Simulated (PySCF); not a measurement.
C3H6N (doublet state).
Z-matrix (Å and degrees, GFN2-xTB geometry), rows numbered from 1:
```
C 
C   1  1.2950
C   2  1.4639  1  141.79
N   3  1.4649  2  114.15  1     0.14
H   1  1.0810  2  121.34  3   179.97
H   1  1.0936  2  125.36  3     0.06
H   3  1.0949  2  109.69  1   120.96
H   3  1.0950  2  109.68  1  -120.68
H   4  1.0148  3  110.17  2    59.49
H   4  1.0147  3  110.16  2   -59.41
```

The hyperfine couplings belong to this conformer and change with its torsions.

Identity: `C=[C]CN` [radical].

Computed with UKS B3LYP, pcH-1 on C H N, non-relativistic, mean-field spin-orbit, GIAO (PySCF). The structure is a single GFN2-xTB conformer in the gas phase; no vibrational or solvent corrections. Couplings are sensitive to structure, and on GFN2-xTB geometries they can be far from those on DFT ones. The SCF solution wasn't tested for stability.

Task: Give the principal g shifts and their parts.

Result: 
| Δg (ppm) | 1 | 2 | 3 |
| --- | --- | --- | --- |
| relativistic mass correction | -157 | -157 | -157 |
| gauge correction | 38 | 5 | 25 |
| orbital Zeeman/spin–orbit | -679 | -13 | 804 |
| total | -799 | -166 | 671 |

So g = 2.00152, 2.00215, 2.00299 and g_iso = 2.00222; the tensor is rhombic: the two nearest values differ by 43 % of g3 − g1. 

Task: How much does each term add to the isotropic shift?

Result: The mass correction -157, the orbital-Zeeman/spin–orbit term 37 and the gauge correction 23 ppm, for a total of -98 ppm. The mass correction is the largest in size. The mass correction is the same along every axis, so the anisotropy comes from the other two: their spans along these axes are 33 (gauge) and 1483 ppm (orbital Zeeman/spin–orbit).

Task: What are the electron Larmor frequencies g μB B/h along the three axes at 330 mT?

Result: 9.2445, 9.2475, 9.2513 GHz for g1, g2 and g3, a range of 6.8 MHz.

Task: At 93.884 GHz, how far is the centre of the isotropic spectrum from where a free electron (g = 2.002319) resonates?

Result: B = hν/(g μB) with μB/h = 13.99624 MHz/mT gives 3350.01 mT for the free electron and 3350.18 mT at g_iso, 0.16 mT higher.

Task: In a frozen sample, at which fields do the three g values resonate at 9.5, 34, 94 and 263 GHz (hyperfine left aside), and which band first spreads them over more than twice a line width of 0.5 mT?

Result: 
| band | GHz | B(g3) mT | B(g2) mT | B(g1) mT | spread mT |
| --- | --- | --- | --- | --- | --- |
| X | 9.5 | 338.87 | 339.01 | 339.12 | 0.25 |
| Q | 34.0 | 1212.80 | 1213.31 | 1213.69 | 0.89 |
| W | 94.0 | 3353.03 | 3354.43 | 3355.49 | 2.46 |
| J | 263.0 | 9381.35 | 9385.27 | 9388.24 | 6.89 |

The spread grows in proportion to the frequency. W band is the first where it exceeds 1.0 mT.

Largest spin populations (Mulliken): C2 (+0.96), C1 (-0.16), H6 (+0.09) and N4 (+0.09). No atom but C2 exceeds +0.15. The positive populations add up to 1.19 and the negative ones to -0.19, together 2S = 1.

The HOMO–LUMO gaps are 6.12 eV among the α and 5.10 eV among the β orbitals.
